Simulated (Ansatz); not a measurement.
# C2H6N: the cost of one run

Method: the levels named in each step, in Ansatz 0.2.0.

## 1. Starting point

Bond lengths: C1–N2 1.407 Å, N2–C3 1.407 Å, C1–H4 1.102 Å, C1–H5 1.102 Å, C1–H6 1.089 Å, C3–H7 1.102 Å, C3–H8 1.089 Å, C3–H9 1.102 Å. Angles: C1–N2–C3 115.8°, N2–C1–H4 111.9°, N2–C1–H5 111.9°, N2–C1–H6 108.9°, H4–C1–H5 105.7°, H4–C1–H6 109.2°, H5–C1–H6 109.1°, N2–C3–H7 111.9°, N2–C3–H8 108.9°, N2–C3–H9 111.9°, H7–C3–H8 109.1°, H7–C3–H9 105.7°, H8–C3–H9 109.2°.

As a file:

```xyz
9

C     1.1974    0.0255    0.1715
N    -0.0271    0.2076   -0.4969
C    -1.1765   -0.1860    0.2125
H     1.3670   -1.0298    0.4394
H     1.2350    0.5840    1.1206
H     2.0063    0.3656   -0.4741
H    -1.1475   -1.2539    0.4829
H    -2.0542    0.0016   -0.4048
H    -1.2795    0.3599    1.1642
```

## 2. A rough first relaxation, PBE-D4/def2-SVP

Contents of input.yaml:

```yaml
crystal:
  periodic: [false, false, false]
  atoms:
    - { symbol: C, position_ang: [1.19741, 0.02554, 0.17152] }
    - { symbol: "N", position_ang: [-0.02713, 0.20758, -0.49687] }
    - { symbol: C, position_ang: [-1.17648, -0.18599, 0.21254] }
    - { symbol: H, position_ang: [1.36695, -1.02978, 0.43936] }
    - { symbol: H, position_ang: [1.23502, 0.58397, 1.1206] }
    - { symbol: H, position_ang: [2.00625, 0.3656, -0.47408] }
    - { symbol: H, position_ang: [-1.14745, -1.25387, 0.48292] }
    - { symbol: H, position_ang: [-2.05416, 0.00159, -0.40484] }
    - { symbol: H, position_ang: [-1.27955, 0.35986, 1.16417] }
magnetization:
  spin_polarized: true
  initial_magnetization: 2
total_charge: 1
basis:
  gaussian: { orbitals: def2-SVP }
hamiltonian:
  xc: pbe
  dispersion: d4
relax:
  f_tol: 0.03
  max_steps: 200
```

Command:

```sh
> ansatz run input.yaml --threads 4 --pin off --max-ram 10240MiB --backend cpu --events-out ev --progress --plain --runs-dir out
```

**Question.** How long does this run take on 4 threads of Intel Xeon at 2.50GHz (Skylake/Cascade Lake), shared host, and how much memory does it need?

About 8.8 s, with a peak of 0.16 GiB.
